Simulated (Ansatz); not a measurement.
# FH₂SSi radical: a ladder of functionals and wavefunction methods

An exercise on one series of results from a longer session: the logs are not shown, and one member is left open.

The runs use Ansatz 0.2.0, Gaussian basis; functionals in def2-TZVPP, the program's frozen cores in correlated methods.

Plan: LDA (SPW92), PBE-D4, revPBE-D4, BLYP-D4, r2SCAN-D4, B97M-V, PBE0-D4, B3LYP-D4, r2SCANh-D4, r2SCAN0-D4, HSE06-D4, BHLYP-D4, CAM-B3LYP-D4, LC-ωPBE, ωB97X-V, ωB97M-V, B2PLYP, PBE-QIDH; CCSD(T)/def2-SVP; CCSD(T)/def2-TZVPP; MP2/def2-QZVPP; extrapolation to the limit; RPA on PBE.

## The geometry

An earlier PBE0-D4 in a triple-zeta def2 set relaxation fixed the geometry.

5 atoms, charge 0, spin multiplicity 2.

Atoms are counted from 1 here; the program's logs count them from 0.

Bond lengths: F1–Si2 1.596 Å, Si2–S3 2.099 Å, Si2–H4 1.482 Å, Si2–H5 1.482 Å. Angles: F1–Si2–S3 114.0°, F1–Si2–H4 107.4°, F1–Si2–H5 107.4°, S3–Si2–H4 107.4°, S3–Si2–H5 107.4°, H4–Si2–H5 113.3°.

Set-up of the first run:

The input, in.yaml:

```yaml
crystal:
  periodic: [false, false, false]
  atoms:
    - {symbol: F, position_ang: [-0.324302, -0.023336, 1.585377]}
    - {symbol: Si, position_ang: [0.085950, -0.081031, 0.044548]}
    - {symbol: S, position_ang: [-1.147981, 1.061321, -1.210969]}
    - {symbol: H, position_ang: [-0.023491, -1.493141, -0.391008]}
    - {symbol: H, position_ang: [1.459724, 0.462587, -0.069348]}
basis:
  gaussian: {orbitals: def2-TZVPP}
magnetization: {spin_polarized: true, initial_magnetization: 1}
hamiltonian: {xc: lda}
output: {orbitals: {seedname: orbitals}}
```

Among the steps run: LDA; PBE-D4 (GGA); revPBE-D4 (GGA); BLYP-D4 (GGA); r2SCAN-D4 (meta-GGA); B97M-V (meta-GGA); PBE0-D4 (hybrid); B3LYP-D4 (hybrid); r2SCANh-D4 (hybrid); r2SCAN0-D4 (hybrid); HSE06-D4 (hybrid); BHLYP-D4 (hybrid); CAM-B3LYP-D4 (range-separated); LC-ωPBE-D4 (range-separated; the results give it without D4); ωB97X-V (range-separated); ωB97M-V (range-separated); B2PLYP (double hybrid); PBE-QIDH (double hybrid).

One of the session's tables, all rows but one given; the rest of the session is left out.

It belongs to the step «Orbital energies across the functionals». 

| functional | HOMO (eV) | LUMO (eV) | gap (eV) |
| --- | --- | --- | --- |
| LDA (SPW92) | -6.72 | -6.43 | 0.29 |
| PBE-D4 | -6.65 | -6.03 | 0.62 |
| revPBE-D4 | -6.61 | -5.93 | 0.69 |
| BLYP-D4 | -6.49 | -5.98 | 0.51 |
| r2SCAN-D4 | -6.97 | -5.69 | 1.28 |
| B97M-V | -7.04 | -5.89 | 1.15 |
| PBE0-D4 | -7.94 | -4.92 | 3.02 |
| B3LYP-D4 | -7.68 | -5.29 | 2.39 |
| r2SCANh-D4 | -7.44 | -5.27 | 2.16 |
| r2SCAN0-D4 | -8.14 | -4.65 | 3.49 |
| HSE06-D4 | -7.54 | -5.31 | 2.23 |
| BHLYP-D4 | -9.06 | -3.77 | 5.28 |
| CAM-B3LYP-D4 | -9.30 | -3.78 | 5.51 |
| LC-ωPBE | ? | ? | ? |
| ωB97X-V | -10.36 | -2.81 | 7.55 |
| ωB97M-V | -10.15 | -2.91 | 7.24 |

Estimate the missing values for LC-ωPBE.

**Answer.** HOMO (eV): -10.76; LUMO (eV): -2.33; gap (eV): 8.43. In the column «HOMO (eV)» it is the lowest.
